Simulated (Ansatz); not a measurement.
System: bcc K. Method: HSE06-D3(BJ) (plane waves, PAW; Ansatz, a first-principles code).

Settings: plane-wave cutoff 460 eV, 10×10×10 k mesh, Fermi–Dirac smearing 0.05 eV, scalar-relativistic PAW data made under PBE.

A third-order Birch–Murnaghan fit to the energies gives V0 = 68.542 Å³/atom, B0 = 4.23 GPa, B′ = 3.6.

| V (Å³/atom) | P (GPa) |
|---|---|
| 65.119 | 0.238 |
| 66.832 | ? |
| 68.109 | ? |
| 70.260 | ? |
| 71.371 | -0.158 |

Question: Estimate the withheld pressures from this fit; the answers are the runs' own values.

Answer: 
- 66.832, P (GPa): 0.112
- 68.109, P (GPa): 0.028
- 70.260, P (GPa): -0.099

The formula P = (3/2) B0 (x^(7/3) − x^(5/3)) [1 + (3/4)(B′ − 4)(x^(2/3) − 1)] with x = V0/V meets the computed pressures within 0.01 GPa when these rounded values are put in.

Measured, for comparison: bulk modulus 3.75 GPa (corrected for temperature and zero-point phonon effects; as tabulated in Levämäki et al. (2014), arXiv:1402.3671); equilibrium volume per atom 70.79 Å³/atom (low-temperature or extrapolated to 0 K; zero-point anharmonic expansion removed; as tabulated in Csonka et al. (2009), arXiv:0903.4037). Computed (rounded) less measured: bulk modulus +13 %, equilibrium volume per atom -3.2 %.

The computed numbers hold no vibrational or temperature effects.

It cost very roughly 9 core-minutes of CPU time.
